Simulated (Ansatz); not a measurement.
How far each method lies from full CI for Mg₂⁻, sextet

Geometry: that of the Mg2⁻, quartet, kept fixed. The quartet lies 2.2 eV lower here.

```xyz
2

Mg    0.0000    0.0000    0.0000
Mg    0.0000    0.0000    2.7066
```

Basis aug-cc-pVDZ; Ansatz 0.2.0. Correlated methods freeze the noble-gas cores, which leaves 5 electrons in 44 orbitals. Prefix R: restricted or restricted open-shell reference; prefix U: unrestricted. This anion state lies near or above the neutral species, so the extra electron is weakly bound or unbound and the energies hang on the diffuse functions. The metal's outer-core shells are frozen, which leaves out core–valence correlation.

Full CI is exact within this basis and frozen core; it isn't the basis-set limit. The frozen core follows each run's orbitals, which can shift R against U totals by a few meV.

For open shells CISD is restricted-active-space CI with the open shells as a complete middle space.

The UHF ⟨S²⟩ is 8.750 and the T1 diagnostic (RCCSD) is 0.0204. The largest doubles amplitude (RCCSD) is 0.078. The T1 diagnostic (UCCSD) is 0.0204.

From what is known of these methods and the diagnostics, rank them by the size of their error in total energy against full CI in aug-cc-pVDZ, smallest first (an estimate: the text doesn't fix the numbers).
A. UCCSDT(Q)
B. CISD
C. BCCD(T)
D. UCCSD
E. UHF

A (0.0 kJ/mol), C (1.7 kJ/mol), D (4.9 kJ/mol), B (6.2 kJ/mol), E (89.0 kJ/mol).

All errors are against full CI in aug-cc-pVDZ. Below it: UCCSDT(Q). Within each family the higher level lies nearer, as is usual though not guaranteed.

The full-CI state has the irrep Au of D2h, in the program's axes (one component, if the state is degenerate).

Natural occupations of full CI about the gap: 0.993 0.973 0.964 0.953 0.953 0.029 0.029 0.017 0.013 0.013; effectively unpaired electrons, Σ n²(2−n)², 5.00.
